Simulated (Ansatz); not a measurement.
## CH5NO2, SMILES NC(O)O: a rigid scan of one bond length

Computed with Ansatz's Python interface.

Script `scan_ch5no2.py`:
```python
"""Stretching a bond of CH5NO2, the rest held rigid."""

import ansatz
import numpy as np

GEOMETRY = """
N    -0.38800    0.94180   -0.37750
C     0.26760   -0.16630    0.05570
O    -0.19980   -1.25950   -0.69430
O    -0.00290   -0.35420    1.38140
H    -0.40290    0.96090   -1.42360
H     0.07770    1.82800   -0.09700
H     1.38170   -0.05160   -0.04490
H     0.31510   -1.99690   -0.26440
H    -0.95990    0.05150    1.44750
"""


def main() -> None:
    molecule = ansatz.Crystal.molecule()
    for line in GEOMETRY.strip().splitlines():
        symbol, *xyz = line.split()
        molecule = molecule.atom(symbol, [float(v) for v in xyz])

    symbols = [site.symbol for site in molecule.cartesian_sites]
    start = np.array([site.position_ang for site in molecule.cartesian_sites])
    axis = (start[2] - start[1]) / np.linalg.norm(start[2] - start[1])
    moving = [2, 7]
    lengths, energies = [1.237, 1.293, 1.349, 1.406, 1.462, 1.518, 1.574, 1.659], []
    for length in lengths:
        xyz = start.copy()
        xyz[moving] += (length - np.linalg.norm(start[2] - start[1])) * axis
        point = ansatz.Crystal.molecule()
        for symbol, xyz in zip(symbols, xyz):
            point = point.atom(symbol, xyz.tolist())
        setup = point.calculation()
        setup = setup.basis(gaussian="6-31G*")
        setup = setup.functional("hf")
        report = setup.run(threads=1).report
        energies.append(report["free_energy_ev"])
        print(f"r = {length:6.3f} A  E = {energies[-1]:.5f} eV  <S^2> = {abs(report['mean_field']['state']['spin_squared']):.3f}")

    # quartic fit about the minimum
    fit = np.polynomial.Polynomial.fit(lengths, np.array(energies) - min(energies), 4).convert()
    roots = [r.real for r in fit.deriv().roots() if abs(r.imag) < 1e-9 and fit.deriv(2)(r.real) > 0]
    r_e = min(roots, key=lambda r: abs(r - lengths[int(np.argmin(energies))]))
    print(f"minimum of the fit at {r_e:.4f} A, force constant {fit.deriv(2)(r_e):.2f} eV/A^2")


if __name__ == "__main__":
    main()
```

Running `python scan_ch5no2.py` prints:
```text
r =  1.237 A  E = -6663.79969 eV  <S^2> = 0.000
r =  1.293 A  E = -6664.23654 eV  <S^2> = 0.000
r =  1.349 A  E = -6664.44671 eV  <S^2> = 0.000
r =  1.406 A  E = -6664.49070 eV  <S^2> = 0.000
r =  1.462 A  E = -6664.41325 eV  <S^2> = 0.000
r =  1.518 A  E = -6664.25051 eV  <S^2> = 0.000
r =  1.574 A  E = -6664.02803 eV  <S^2> = 0.000
r =  1.659 A  E = -6663.61746 eV  <S^2> = 0.000
minimum of the fit at 1.3946 A, force constant 40.92 eV/A^2
```

Total energies depend on the basis set; only differences at equal settings carry meaning. The rest of the molecule is held rigid at a force-field or estimated start geometry, and the basis set is modest; single-reference methods fail as a bond breaks. Hartree-Fock leaves correlation out, so bond, atomisation and ionisation energies come out well too low. The orbitals are restricted, so S² is zero by construction. Hardware and time: 3.9 s on 1 thread of Arm Neoverse V2 (shared host), peak memory 0.17 GiB.

(Lines on the test bed's own set-up are left out of the output.)
